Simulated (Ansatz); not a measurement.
## 2H MoS₂

Calculation: PBE0-D4 (PAW; Ansatz, a first-principles code).

Numerical settings: plane-wave cutoff 500 eV, 12×12×2 k mesh (along the axes of the cell as run), gaussian smearing 0.02 eV, scalar-relativistic PAW data made under PBE.

Cell: relaxed at this level.

```
Item                                 Value
---------------------------  -------------
equilibrium volume per atom  17.07 Å³/atom
lattice parameter a                3.122 Å
lattice parameter c               12.132 Å
```

Measured, for comparison: lattice constant a 3.16 Å, lattice parameter c 12.294 Å (300 K, not corrected to a static lattice; as tabulated in arXiv:1605.07067). Computed (rounded) less measured: lattice constant a -1.2 %, lattice parameter c -1.3 %. A static lattice is as a rule a little smaller and stiffer than an uncorrected measurement, which narrows the difference in the lattice constant a, lattice parameter c and would widen misses of the other sign.

Static lattice: no zero-point or thermal effects.

Cost on a shared machine: roughly 40 core-minutes.
